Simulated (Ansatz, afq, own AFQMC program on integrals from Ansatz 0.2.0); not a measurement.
CH$_{2}$Al, doublet in cc-pVDZ, levels against CCSDT(Q)

```xyz
4

Al    0.0000    0.0000    0.9087
C     0.0000    0.0000   -1.6316
H     0.0000   -1.1551   -2.4415
H     0.0000    1.1551   -2.4415
```

Connectivity, by distances: Al ··· C ··· H2.

Basis cc-pVDZ. Noble-gas cores (and the filled d shells of Ga–Kr and In–Xe) are frozen. Ansatz 0.2.0 and our own AFQMC program on the same integrals; the CISD trial comes from CCSD amplitudes, and released means the phaseless constraint is let go. ± is one standard error of the sampling.

Determinant: ROHF, the one that the program's search chose, which needn't be the lowest solution. The geometry is a point of a scan.

No full CI on the walks' own integrals is used here; CCSDT(Q) serves as the reference and is uncertain by about the last step of the cluster series.

Cautions: a spin-contaminated unrestricted determinant lies lower (UHF 162 meV lower, ⟨S²⟩ 0.81).

```
T1 diagnostic                               : 0.0291
weight of the determinant in the CISD state : 0.844
size of the correlated space                : 9 electrons in 36 orbitals
```

```json
{"level": "MP2", "correlation energy (eV)": "-4.7858"}
{"level": "CCSD", "correlation energy (eV)": "-5.8268"}
{"level": "CCSD(T)", "correlation energy (eV)": "-6.0329"}
```

Task: Estimate where AFQMC with the constraint released lies against CCSD(T) on the same integrals.

Result: 3.6 ± 2.5 kJ/mol below CCSD(T). The gap is under twice the noise, so this walk alone can't tell the two apart.

Reference: CCSDT(Q), correlation energy -6.088 eV. The released energy is read at 2.40 1/Eh (meV from the phaseless value at times in 1/Eh: -11 ± 21 at 0.24, -2 ± 16 at 0.51, -9 ± 18 at 0.99, -2 ± 23 at 1.62, 8 ± 26 at 2.40).

```csv
level,E − E(reference) (kJ/mol),share of correlation (%)
CCSD(T),5.3,99.09
CCSDT,1.5,99.75
ph-AFQMC/CISD,1.1 ± 1.9,99.82
released AFQMC,1.8 ± 2.5,99.70
```

A walk keeps the symmetry of its determinant, which the program's search chose and which needn't be the lowest solution, so a lower state of the same spin and another symmetry isn't excluded. Released energies are given only where the last usable release times agree within the noise; a slower fall can still hide under it.
